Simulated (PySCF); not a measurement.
Molecule: Boron monofluoride, BF.

Atoms are numbered as in `[B:1][F:2]`.

Spin–spin couplings on one PBE0-D3(BJ)/def2-SVP geometry, PySCF, gas phase, non-relativistic, equivalent pairs averaged; isotopes 11B, 19F; basis pcJ-1.

Reference values (Hz): 1J(B1,F2) = -301.8 (SOPPA(CCSD)/aug-cc-pVTZ-J-uc; gas (equilibrium); Provasi and Sauer, Optimized basis sets for spin-spin coupling constants involving B, Al, Si, P and Cl (J. Chem. Phys. 2010)).

Q: How do the couplings (Hz) change with the functional? Times are CPU seconds on shared hosts with different chips, so compare them loosely; the GGAs took longer than the global hybrids here, which isn't the general rule, and the cause wasn't traced.

A: 
```tsv
functional	functions	1J(B1,F2)	abs. error	core-s
HF	54	-356.5	54.7	0.2
LDA	54	-411.9	110.2	0.5
PBE	54	-429.6	127.9	0.7
KT2	54	-420.4	118.7	0.7
B3LYP	54	-394.3	92.5	0.4
PBE0	54	-415.8	114.0	0.5
B97-2	54	-376.9	75.1	0.5
BHandHLYP	54	-369.3	67.6	0.5
CAM-B3LYP	54	-402.9	101.1	0.6
```

Errors compare magnitudes, without vibrational corrections. Closest: HF; furthest: PBE.
